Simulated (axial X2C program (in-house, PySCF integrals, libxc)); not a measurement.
**ClF⁺ at several levels of theory**

Calculated with an axial X2C code built on PySCF integrals. Spin-free means the one-electron spin-free X2C Hamiltonian; two-component (2c) means X2C with spin–orbit coupling and atomic mean-field two-electron Coulomb and Gaunt terms, so the difference of the two also holds small scalar two-electron terms. Basis: Cl dyall-av3z [9s8p3d2f], F dyall-av3z [7s6p3d2f] (cores contracted in-house); Gaussian nuclei, density fitting, unrestricted open shells. Masses: Cl 34.969 u, F 18.998 u.

Input file and command:
```json
{
 "zs": [
  17,
  9
 ],
 "q": 1,
 "bas": [
  "dyall-av3z",
  "dyall-av3z"
 ],
 "levels": [
  "PBE0",
  "HF",
  "BP86"
 ],
 "cc": true,
 "r0": 1.63,
 "thr": -2.0,
 "nmax": 90,
 "npts": 10,
 "nst": 2,
 "ntry": 6
}
```
```bash
python so2c.py task.json out
```

Keys: zs atomic numbers; q charge; bas basis sets; levels methods; cc coupled cluster on or off; r0 starting distance in Å; thr threshold in hartree for freezing inner shells (an s shell follows its p shell); nmax most natural virtual spinors; npts points on the curve; nst determinants followed; ntry starts of the search. HF also brings MP2.

State, spin-free: M_S = 1/2, Λ = 1 (beyond evenly filled blocks: π+α, π+β, π-α); electrons by block: σα: 7, σβ: 7, π+α: 3, π+β: 3, π-α: 3, π-β: 2. Fragments: Cl+ + F.

State, 2c: Ω = 3/2 (⟨Sz⟩ = 0.50, ⟨Lz⟩ = 1.00 at PBE0); electrons by block: 1/2: 10, -1/2: 10, 3/2: 3, -3/2: 2. Fragments: Cl+ + F.

```json
{"Hamiltonian": "spin-free", "level": "PBE0", "Re (Å)": "1.535", "ωe (cm⁻¹)": "974.5", "ωexe (cm⁻¹)": "4.53", "De (eV)": "2.97", "D0 (eV)": "2.91", "k (mdyn/Å)": "6.89", "μ (D)": "-1.69"}
{"Hamiltonian": "spin-free", "level": "CCSD", "Re (Å)": "1.540", "ωe (cm⁻¹)": "939.4", "ωexe (cm⁻¹)": "n/a", "De (eV)": "2.46", "D0 (eV)": "2.40", "k (mdyn/Å)": "6.4", "μ (D)": "n/a"}
{"Hamiltonian": "spin-free", "level": "BP86", "Re (Å)": "1.572", "ωe (cm⁻¹)": "882.0", "ωexe (cm⁻¹)": "4.47", "De (eV)": "3.61", "D0 (eV)": "3.56", "k (mdyn/Å)": "5.64", "μ (D)": "-1.57"}
{"Hamiltonian": "2c", "level": "PBE0", "Re (Å)": "1.535", "ωe (cm⁻¹)": "974.1", "ωexe (cm⁻¹)": "4.54", "De (eV)": "3.00", "D0 (eV)": "2.94", "k (mdyn/Å)": "6.88", "μ (D)": "-1.69"}
{"Hamiltonian": "2c", "level": "CCSD", "Re (Å)": "1.540", "ωe (cm⁻¹)": "938.9", "ωexe (cm⁻¹)": "n/a", "De (eV)": "2.46", "D0 (eV)": "2.40", "k (mdyn/Å)": "6.39", "μ (D)": "n/a"}
{"Hamiltonian": "2c", "level": "BP86", "Re (Å)": "1.573", "ωe (cm⁻¹)": "882.0", "ωexe (cm⁻¹)": "4.47", "De (eV)": "3.65", "D0 (eV)": "3.60", "k (mdyn/Å)": "5.64", "μ (D)": "-1.57"}
```

Correlated methods: 13 electrons correlated (number of frozen shells: Cl 2 s, 1 p; F 1 s), 195 virtual spin orbitals or spinors in MP2, 90 natural virtuals in coupled cluster.

Dipoles are positive if F is the positive end and refer to the centre of mass.

The state is a single determinant with fixed occupations, the lowest that a limited PBE0 search found. De is counted from the lowest determinant-based energies of the atoms at the same level, without counterpoise correction. Density functionals use the spin component along the axis (collinear). CCSD ran in a truncated set of natural virtual spinors with an MP2 remainder; without triples it tends to underbind. The 2c atoms are single determinants rather than J levels; their spin–orbit lowering is only partly caught, and De is too large by that part. This holds for PBE0, BP86. The functionals have no current-density term, which raises determinants with orbital currents, atoms included.

No reliable constants came from CCSD(T) (2c), CCSD(T) (spin-free), HF (2c), HF (spin-free), MP2 (2c), MP2 (spin-free): no minimum in range, unconverged points, a curve that is not smooth, a change of character along it, or the two Hamiltonians disagreeing along it.

Rough cost a point (2c) on 1 thread(s) of a shared host, integrals apart: PBE0 0.21 s, BP86 0.15 s.

The whole task took 100 s on 1 thread of Arm Neoverse V1 (shared host).
